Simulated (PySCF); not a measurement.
**Functional dependence of a UV spectrum**

Species: F2.
SMILES with atom numbers: `[F:1][F:2]`

Linear-response calculations in the def2-SVPD basis (PySCF; singlets by full response, triplets Tamm–Dancoff, core orbitals frozen in the response; HF means time-dependent Hartree–Fock). 'Strongest' is the level of largest summed f among the singlets computed (10 roots, of which the last may lack a degenerate partner); it can jump between rows when another state enters that window. S1 is the lowest singlet of each run and needn't be the same state throughout; f(S1) is that of one state. Isolated species at its PBE0-D3(BJ)/def2-SVP geometry, gas phase.

| functional | kind | S1 (eV) | f(S1) | strongest (eV) | T1 (eV) | HOMO (eV) | gap (eV) | ionisation energy, ΔSCF (eV) |
| --- | --- | --- | --- | --- | --- | --- | --- | --- |
| LDA | LDA | 4.61 | 0.000 | 12.97 | 3.26 | -9.65 | 3.85 | 15.76 |
| PBE | GGA | 4.72 | 0.000 | 12.73 | 3.24 | -9.46 | 4.06 | 15.45 |
| B3LYP | global hybrid, 20% exact exchange | 4.83 | 0.000 | 13.21 | 3.38 | -11.54 | 7.45 | 16.02 |
| PBE0 | global hybrid, 25% exact exchange | 4.87 | 0.000 | 13.48 | 3.34 | -11.86 | 8.26 | 15.97 |
| BHandHLYP | global hybrid, 50% exact exchange | 5.00 | 0.000 | 13.61 | 3.52 | -14.29 | 12.45 | 16.44 |
| CAM-B3LYP | range-separated hybrid | 4.86 | 0.000 | 13.28 | 3.40 | -13.50 | 11.12 | 16.15 |
| wB97X-D | range-separated hybrid | 4.88 | 0.000 | 13.54 | 3.48 | -13.91 | 12.23 | 16.06 |
| LC-wPBE | range-separated hybrid | 4.88 | 0.000 | 13.48 | 3.36 | -14.72 | 13.65 | 16.07 |
| HF | Hartree–Fock | 5.29 | 0.000 | 13.55 | 3.80 | -18.24 | 20.36 | not settled |

S1 runs from 4.61 eV (LDA) to 5.29 eV (HF), a spread of 0.68 eV, while the orbital gap spreads over 16.5 eV. Along PBE (0%), B3LYP (20%), PBE0 (25%), BHandHLYP (50%), HF (100%) S1 rises with the share of exact exchange. −ε(HOMO) comes closest to its own ΔSCF ionisation energy with LC-wPBE (-1.35 eV) and misses most with LDA (-6.10 eV). 'Not settled' means that the ion's SCF failed to converge or may have ended in another state than the lowest.
